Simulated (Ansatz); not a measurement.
The end point of a relaxation of Nb. Space group Im-3m (No. 229), bcc (W type). Level of theory: PBEsol (plane waves to 420 eV, PAW, scalar-relativistic; Ansatz, an electronic-structure program).

```xyz
1
Lattice="-1.6356 1.6356 1.6356 1.6356 -1.6356 1.6356 1.6356 1.6356 -1.6356" Properties=species:S:1:pos:R:3 pbc="T T T"
Nb     0.0000     0.0000     0.0000
```

```json
{
 "volume_per_atom": "17.50 Å³",
 "band_gap": "zero (metallic)",
 "shortest_distances": "Nb–Nb 2.83 Å",
 "k-mesh": "20×20×20"
}
```

Band energies at high-symmetry points (eV from the Fermi level; labels of this space group; no spin-orbit coupling), from −5 eV up to 3.1 eV:

```tsv
point	energies
Γ	0.35 0.35 0.35
H	-3.92 -3.92
N	-3.86 -1.76 2.43
P	-1.12 -1.12 -1.12
```

No spin polarisation in the result.

Measured for Nb: a 3.294 Å (static lattice; corrected from measurement; as listed in Daniel Mejia-Rodriguez, S. B. Trickey, Phys. Rev. B (2018)). Computed minus measured — a: PBEsol -0.7 %. The computed values are for a static lattice.

The run could not lose the symmetry of its start.

It was reached from a disturbed copy of a P6/mmm (No. 191) cell, against which it lies -0.21 eV/atom.
